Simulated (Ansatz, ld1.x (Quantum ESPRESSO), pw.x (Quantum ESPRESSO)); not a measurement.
Si (Z = 14): does the ultrasoft potential hold in the solid?

- Element: Si
- Generator: ld1.x (Quantum ESPRESSO) 7.5
- Type: ultrasoft
- Functional: PBE
- Relativity: scalar-relativistic
- Frozen core: [Ne]
- Valence charge: 4
- Reference configuration: 3s2 3p2
- Partial waves: 3s (bound): rcut 1.40, rcutus 1.85 bohr; 3s channel at -0.2 Ry: rcut 1.40, rcutus 1.85 bohr; 3p (bound): rcut 1.75, rcutus 2.30 bohr; 3p channel at 0.4 Ry: rcut 1.75, rcutus 2.30 bohr; 3d channel at 0.25 Ry: rcut 1.50, rcutus 2.10 bohr; 3d channel at 0.95 Ry: rcut 1.50, rcutus 2.10 bohr
- Local potential: all-electron potential smoothed inside 1.95 bohr (lloc = -1)
- Core correction: none
- Augmentation charge: built from norm-conserving waves at rcut, not smoothed further

Atomic tests: cutoffs needed: 10 Ry and 15 Ry (the cutoffs (Ry, on a coarse ladder) from which the occupation-weighted sum of valence levels, in a spherical-Bessel basis at the reference potential, stays within 10 and 1 mRy of its value at 400 Ry); ghost test: no extra level below or beside the all-electron valence levels (s, p, d, f tested) (spherical-Bessel basis up to 400 Ry, 20 bohr box); largest excitation error: +59 meV (all-electron minus pseudo) for 3s1 3p0, out of 7 test configurations.

Crystal test: diamond Si in pw.x 7.5, no spin, 8³ k-points, Fermi–Dirac smearing 0.01 Ry, cutoffs 40/600 Ry. The reference is all-electron LAPW (Ansatz 0.2.0) with the same functional, mesh and smearing; V0 and B0 come from Birch–Murnaghan fits to the pressures at five volumes. Errors are pseudo minus all-electron; Δ is the rms difference of the E(V) curves that follow from these fits, minima aligned, over ±6 % about the mean V0. Mesh and smearing are coarse, so the numbers serve the comparison and aren't converged zero-temperature values; the lattice is a test structure that the element need not adopt.

```json
{"V (Å³/atom)": "19.440", "P all-electron (GPa)": "5.01", "P pseudo (GPa)": "5.07"}
{"V (Å³/atom)": "19.951", "P all-electron (GPa)": "2.31", "P pseudo (GPa)": "2.40"}
{"V (Å³/atom)": "20.463", "P all-electron (GPa)": "-0.05", "P pseudo (GPa)": "0.05"}
{"V (Å³/atom)": "20.975", "P all-electron (GPa)": "-2.12", "P pseudo (GPa)": "-2.00"}
{"V (Å³/atom)": "21.486", "P all-electron (GPa)": "-3.93", "P pseudo (GPa)": "-3.80"}
```

All-electron: a0 = 5.469 Å (V0 = 20.45 Å³/atom), B0 = 88.5 GPa.

Pseudopotential: mean pressure error (GPa): +0.10; a0 (Å): 5.472; a0 error (%): +0.04; B0 error (%): -1.3; Δ (meV/atom): 0.5.

Task: At the middle volume, how do free energy and pressure move when the wave cutoff is lowered (ecutrho held at 600 Ry)?

Result:

| cutoff (Ry) | shift of F (meV/atom) | shift of P (GPa) |
| --- | --- | --- |
| 18 | +7.1 | -0.10 |
| 24 | +2.1 | -0.02 |
| 32 | +0.7 | +0.01 |

The run at the middle volume (29 k-points, 7 iterations) took about 11 s on one core of a shared host (Neoverse-V1, 32 threads, 247 GiB, load 9).
